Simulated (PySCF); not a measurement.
Homolysis of single bonds, series Sn SiH3-H. All species are isolated molecules in the gas phase. Strings in code marks are SMILES.

These are PBE-D3(BJ)/def2-TZVP // r2SCAN-D4/def2-SVP (PySCF 2.14.0) values and carry that method's errors. 

```json
[
 {"species": "radical fragment (`[SiH3]`)", "dipole moment (D)": "0.01"},
 {"species": "whole molecule (`[SiH3][SnH]([SiH3])[SiH3]`)", "dipole moment (D)": "0.00"},
 {"species": "whole molecule (`[SiH3][SnH2][SiH3]`)", "dipole moment (D)": "?"},
 {"species": "whole molecule (`[SiH3][SnH3]`)", "dipole moment (D)": "0.23"},
 {"species": "radical fragment (`[SnH3]`)", "dipole moment (D)": "0.31"},
 {"species": "whole molecule (`[SnH4]`)", "dipole moment (D)": "0.00"}
]
```

**Question.** What belongs in the gaps?

**Answer.** 
- whole molecule (`[SiH3][SnH2][SiH3]`), dipole moment (D): 0.12
